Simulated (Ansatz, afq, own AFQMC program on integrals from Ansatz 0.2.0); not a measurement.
Two steps: Ansatz 0.2.0 writes the Fock matrix and Cholesky factors of the valence space, and afq projects on them the lowest state that overlaps trial and start.

```yaml
crystal:
  periodic: [false, false, false]
  atoms:
    - {symbol: H, position_ang: [0.000000, 0.000000, -1.112333]}
    - {symbol: H, position_ang: [0.000000, 0.000000, -0.186333]}
    - {symbol: Cl, position_ang: [0.000000, 0.000000, 1.298667]}
basis:
  gaussian: {orbitals: cc-pVTZ}
magnetization: {spin_polarized: true, initial_magnetization: 1}
correlation: {method: ccsd_t, electrons: outside_noble_gas, hamiltonian_folder: ham}
```

```sh
$ ansatz run in.yaml --threads 1 --pin off --events-out ev --progress --plain --max-ram 16896MiB --backend cuda --devices 0, --max-vram 18GiB
```

afq runs on the folder ham with

```
--method phaseless --trial cisd --walkers 4000 --populations 20 --least-time 60 --time-step 0.005 --steps-per-block 50 --equilibration-blocks 28 --max-blocks 4000 --target-error 0.00018 --factor-cut 1e-05 --start spin_pure --seed 8012 --release-times 0.24,0.51,0.99,1.62,2.4 --release-step 0.03 --release-every 3 --taylor-order 6
```

Times are imaginary, in 1/Eh. The walk had a cap of 192 s. With eight or more populations the least sampling time is a fifth of least-time, and the error comes from their spread.

```
orbitals 57  electrons 5 4  factors 344 of 352
reference energy -460.58429229 Eh
CCSD correlation -0.23590845 Eh in 11 cycles, weight of the determinant in the CISD state 0.9054
energy of the start -460.818624 Eh
 block  time / (1/Eh)  mean weight  energy / Eh
     1     0.250  0.9997  -460.818294
     2     0.500  0.9999  -460.821526
     3     0.750  0.9999  -460.824401
     4     1.000  0.9996  -460.826290
     5     1.250  1.0001  -460.827279
     8     2.000  1.0000  -460.829252
    11     2.750  0.9999  -460.829960
    14     3.500  0.9996  -460.828825
    17     4.250  1.0001  -460.829167
    20     5.000  0.9998  -460.829406
    23     5.750  0.9999  -460.829777
    26     6.500  1.0002  -460.829136
    29     7.250  1.0000  -460.829499
    32     8.000  1.0001  -460.829501
    35     8.750  1.0002  -460.829429
    38     9.500  1.0002  -460.829591
    41    10.250  1.0002  -460.829761
    44    11.000  1.0001  -460.829455
    47    11.750  1.0002  -460.829743
    50    12.500  1.0003  -460.829025
    53    13.250  0.9999  -460.829049
    56    14.000  0.9998  -460.830138
    59    14.750  1.0004  -460.829433
    62    15.500  1.0000  -460.829373
    65    16.250  1.0001  -460.828606
    68    17.000  1.0001  -460.828555
    70    17.500  1.0003  -460.828249
    71    17.750  0.9999  -460.829189
    74    18.500  0.9999  -460.829514
    77    19.250  1.0002  -460.829016
    78    19.500  0.9999  -460.829576
error from the spread of 20 populations
released: time / (1/Eh)  energy / Eh  error  mean overlap
  0.24  -460.829405  0.000069  0.9965
  0.51  -460.829460  0.000078  0.9953
  0.99  -460.829223  0.000193  0.9955
  1.62  -460.829447  0.000094  0.9906
  2.40  -460.829387  0.000123  0.9972
energy -460.829267 +/- 0.000123 Eh
(rows thinned)
```

Question: Estimate how long the walk took on 1 × NVIDIA H100 80GB HBM3 with 2 threads of AMD EPYC 7R13 Processor (Zen 3), with other jobs on the host (the card was shared).

Answer: 45 s of wall time.

The run passed its tests (sampling time, drift between the halves within three errors, error under three times the target), which doesn't prove that it has relaxed.

Against this walk (error 3.4 meV) on the same determinant: CCSD(T) 20.8 meV higher, CCSDT(Q) 7.9 meV lower. The error is statistical and leaves out the bias of the constraint. Released to 2.40 1/Eh the energy moves by -3 ± 5 meV (both errors), within twice the noise.

Cautions: constraint bias not in the error.

CCSDT and higher add their correlation energy to the determinant of the CCSD(T) run, since their own runs factorise the integrals more tightly (a shift of under 2 meV). A walk keeps the symmetry of its determinant, which the program's search chose and which needn't be the lowest solution, so a lower state of the same spin and another symmetry isn't excluded.
